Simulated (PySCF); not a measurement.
C2H5O2S (doublet state).
Z-matrix (Å and degrees, GFN2-xTB geometry), rows numbered from 1:
```
C 
S   1  1.7275
O   2  1.4512  1  109.33
O   2  1.6936  1   97.48  3   113.14
C   4  1.4033  2  115.29  1  -164.09
H   1  1.0746  2  115.93  3   179.22
H   1  1.0755  2  117.10  3    33.74
H   5  1.0899  4  106.88  2   158.01
H   5  1.0944  4  111.23  2   -82.57
H   5  1.0944  4  110.45  2    39.35
```

The hyperfine couplings belong to this conformer and change with its torsions.

As a line formula: `[CH2][S@@](=O)OC` [radical].

Theory: UKS B3LYP, pcH-1 on C H O S, non-relativistic, mean-field spin-orbit, GIAO (PySCF 2.14.0). Isolated species at its GFN2-xTB geometry (one conformer only). A GFN2-xTB geometry isn't a minimum of the functional, and hyperfine couplings can be far from their values at a DFT geometry. The SCF solution wasn't tested for stability.

Q: The isotropic 13C couplings are +106.9, -1.3 MHz. Assign them to C1; C5.

A: 
```json
{"site": "C1", "a_iso (MHz)": "+106.9", "ρ(0) (bohr⁻³)": "+0.0951", "position": "largest spin population", "distance from C1 (Å)": "0.00", "spin population": "+0.93", "largest |T| (MHz)": "144.1"}
{"site": "C5", "a_iso (MHz)": "-1.3", "ρ(0) (bohr⁻³)": "-0.0012", "position": "3 bonds from C1", "distance from C1 (Å)": "3.88", "spin population": "0.00", "largest |T| (MHz)": "2.0"}
```

Q: Match the computed a_iso(17O) values -41.5, -3.5 MHz with the sites O3; O4.

A: 
| site | a_iso (MHz) | ρ(0) (bohr⁻³) | position | distance from C1 (Å) | spin population | largest \|T\| (MHz) |
| --- | --- | --- | --- | --- | --- | --- |
| O3 | -3.5 | +0.0056 | 2 bonds from C1 | 2.60 | +0.03 | 19.8 |
| O4 | -41.5 | +0.0685 | 2 bonds from C1 | 2.57 | +0.05 | 21.2 |

Q: Match the computed a_iso(1H) values -54.2, -47.1, +2.1 MHz (means over equivalent nuclei) with the sites H6; H7; H8/H9/H10.

A: 
```json
{"site": "H6", "a_iso (MHz)": "-47.1", "ρ(0) (bohr⁻³)": "-0.0105", "position": "α, 1 bond from C1", "distance from C1 (Å)": "1.07", "bound to": "C1", "spin population there": "+0.93", "largest |T| (MHz)": "35.7"}
{"site": "H7", "a_iso (MHz)": "-54.2", "ρ(0) (bohr⁻³)": "-0.0121", "position": "α, 1 bond from C1", "distance from C1 (Å)": "1.08", "bound to": "C1", "spin population there": "+0.93", "largest |T| (MHz)": "35.7"}
{"site": "H8/H9/H10", "a_iso (MHz)": "+2.1", "ρ(0) (bohr⁻³)": "+0.0005", "position": "4 bonds from C1", "distance from C1 (Å)": "4.35", "bound to": "C5", "spin population there": "0.00", "largest |T| (MHz)": "2.6"}
```

ρ(0) is the spin density at the nucleus and T the dipolar tensor; a_iso includes a spin–orbit part; entries for several nuclei are means. The largest Mulliken spin population is on C1 (+0.93). The angles at C1 add up to 350.4°, so it is slightly pyramidal.

Nuclei that the bonding pattern makes equivalent are averaged, as if the motion that swaps them (rotation, inversion, ring flip) were fast. H6 and H7 aren't averaged: C1 is flat or nearly so (angle sum 350°), and its turn about the short C1–S2 bond (1.73 Å) is taken as slow. The three 1H nuclei of mean +2.1 MHz run from -1.1 to 6.7 MHz in the frozen geometry.
